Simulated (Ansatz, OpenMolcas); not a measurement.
BH2 (boron dihydride): methods side by side

The species is BH2 (3 atoms), meant as a doublet with charge 0. SMILES: `[BH2]`. The shape is that of a PBE0-D4/def2-TZVP optimisation.

```xyz
3

B     0.2651   -0.1677    0.1297
H     0.2921    1.0149    0.2708
H    -0.5572   -0.8473   -0.4006
```

Quantity: the vertical electron affinity (to the singlet anion), in eV. The values are calculated.

The electron affinity is E(neutral) − E(anion): positive where the electron is bound.

```tsv
level	kind	program	value (eV)	less CCSD(T)/def2-TZVPPD	CPU time (all runs)
U-revPBE/def2-TZVPPD	GGA	OpenMolcas	-0.26	-0.03	32 s
UBHLYP/def2-TZVPPD	global hybrid	OpenMolcas	-0.44	-0.21	26 s
UM06-2X/def2-TZVPPD	hybrid meta-GGA	OpenMolcas	-0.29	-0.06	35 s
UPBE0/def2-TZVPPD	global hybrid	OpenMolcas	-0.33	-0.10	27 s
U-wB97M-V/def2-TZVPPD	range-separated hybrid	Ansatz	-0.16	+0.07	44 s
U-wB97X/def2-TZVPPD	range-separated hybrid	Ansatz	-0.24	-0.01	22 s
RPA@PBE/def2-TZVPPD	RPA	Ansatz	0.11	+0.34	8.9 s
ROCCSD(T)/def2-TZVPPD	coupled cluster or CI	OpenMolcas	-0.23	0.00	28 s
```

Differences are taken from ROCCSD(T)/def2-TZVPPD for orientation; it has basis-set and higher-order errors of its own. Where it was recorded, the anion's HOMO is positive in U-revPBE/def2-TZVPPD, UBHLYP/def2-TZVPPD, UM06-2X/def2-TZVPPD, UPBE0/def2-TZVPPD, U-wB97M-V/def2-TZVPPD, ROCCSD(T)/def2-TZVPPD: a fault of the level (basis or self-interaction), which says nothing on whether the real anion is bound. The values span -0.44 to 0.11 eV. Negative values mean that the anion is unbound at that level; they are set by how diffuse the basis is and aren't properties of the molecule, whose anion may well be bound. In so small a basis fixed costs decide the times, and correlated methods can beat functionals. CPU times are rough (shared hosts, several kinds of processor and program).
